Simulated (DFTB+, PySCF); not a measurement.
## Ladder of methods for the equilibrium lattice constant a of diamond

Reference value: 3.553 Å (measured, static lattice: zero-point anharmonic expansion removed, our sources range from 3.543 to 3.555; as tabulated in Mejia-Rodriguez and Trickey (2018), arXiv:1807.09216).

| level (code) | value (Å) |
|---|---|
| DFTB cp2k-nonscc (DFTB+) | 3.569 |
| PBE (PySCF) | … |
| PBE0 (PySCF) | 3.549 ± 0.02 |
| Hartree–Fock (PySCF) | 3.550 ± 0.02 |
| MP2 (PySCF) | … |
| CCSD(T) (PySCF) | 3.552 ± 0.02 |

Q: Some entries are withheld; supply them.

A: 
- PBE (PySCF), value (Å): 3.572 ± 0.02
- MP2 (PySCF), value (Å): 3.537 ± 0.02

Errors against the reference: DFTB cp2k-nonscc +0.45 %, PBE +0.53 %, PBE0 -0.11 %, Hartree–Fock -0.08 %, MP2 -0.45 %, CCSD(T) -0.03 %.

Any of these levels can be the nearest once the reference is moved by up to 0.28 % (a margin picked here for doubts on the reference and the settings) and values within 0.10 % count as equal. Within 2 %: DFTB cp2k-nonscc, PBE, PBE0, Hartree–Fock, MP2, CCSD(T).

A ± on a computed value is a rough bar: the spread of its extrapolation, a floor set from checks against published values, or a statistical error. DFTB cp2k-nonscc: this tight-binding set is not self-consistent in the charges.

Differences are worked out from the printed values.
